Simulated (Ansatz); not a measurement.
C4H7FO, SMILES `FC1CCCO1`, relaxed with RKS PBE0-D4/def2-TZVP in Ansatz 0.2.0 from a PBE-D4/def2-SVP geometry. The force threshold is 0.005 eV/Å; the program also tests the step.

Total charge 0; spin multiplicity 1.

Start:

```xyz
13

F    -2.137   -0.340    0.274
C    -0.964   -0.851   -0.302
C    -0.239    0.282   -1.024
C     0.482    0.949    0.156
C     0.856   -0.267    1.015
O    -0.098   -1.299    0.685
H    -1.271   -1.716   -0.928
H    -0.935    0.945   -1.571
H     0.485   -0.148   -1.747
H     1.359    1.555   -0.140
H    -0.227    1.604    0.700
H     0.814   -0.065    2.106
H     1.874   -0.650    0.776
```

Problem. By how much does the energy fall, and how many steps does the optimiser take? (Estimate.)

Solution. Computed: 5.39 kJ/mol, in 8 steps.

Problem. Which bonds change most? (An estimate is asked.)

Solution. The calculation gave: C2–H7 from 1.111 to 1.092 Å; C5–H13 from 1.113 to 1.094 Å; C5–H12 from 1.110 to 1.092 Å; C3–H9 from 1.110 to 1.093 Å.

Problem. Give the relaxed structure. (An estimate is asked.)

Solution. Ansatz gave: 
```xyz
13

F    -2.113   -0.372    0.279
C    -0.945   -0.853   -0.307
C    -0.249    0.288   -1.014
C     0.490    0.942    0.148
C     0.844   -0.261    1.016
O    -0.084   -1.296    0.666
H    -1.245   -1.699   -0.930
H    -0.952    0.944   -1.527
H     0.450   -0.123   -1.748
H     1.371    1.504   -0.162
H    -0.178    1.619    0.682
H     0.759   -0.057    2.085
H     1.851   -0.636    0.812
```
